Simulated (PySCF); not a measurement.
Compound: sulfur difluoride, SF2.
Atom-mapped SMILES: `[F:1][S:2][F:3]`

Computed with core-valence-separated Tamm–Dancoff BHandHLYP/aug-pcX-1 (def2-SVPD on S) in PySCF, non-relativistic, gas phase, PBE0-D3(BJ)/def2-SVP geometry.

Computed fluorine K-edge spectrum, Gaussian lines of 0.4 eV full width, highest printed point 100; it ends one width below the last computed root. BHandHLYP without relativity tends to put these K edges a few eV too low, so spacings mean more than positions.

```csv
photon energy (eV),absorption
682.4,9
682.6,61
682.8,100
683.0,41
683.2,4
683.4,0
683.6,0
683.8,0
684.0,0
684.2,0
684.4,0
684.6,0
684.8,1
685.0,13
685.2,30
685.4,17
685.6,2
685.8,0
686.0,0
686.2,0
686.4,0
686.6,0
686.8,0
687.0,0
687.2,0
687.4,0
687.6,0
687.8,2
688.0,8
688.2,10
688.4,3
688.6,0
688.8,0
689.0,0
689.2,0
689.4,3
689.6,11
```

Task: Where are the maxima, and which lines make them up?

Result: 3 maxima:
- 682.8 eV: F1/F3 (sulfur-bound fluorine), 682.77 eV, f = 0.079, sum of 2, 100 % of the height at the exact maximum
- 685.2 eV: F1/F3 (sulfur-bound fluorine), 685.22 eV, f = 0.023, sum of 2, 100 % of the height at the exact maximum
- 688.1 eV: F1/F3 (sulfur-bound fluorine), 688.13 eV, f = 0.008, sum of 2, 100 % of the height at the exact maximum

Roots within 0.03 eV on the same or equivalent atoms count as one line; shares under 12 % aren't listed.

Vibrational structure and lifetime widths aren't in the curve. The ionisation threshold wasn't computed; near and above it a finite basis only mimics Rydberg series and continuum.
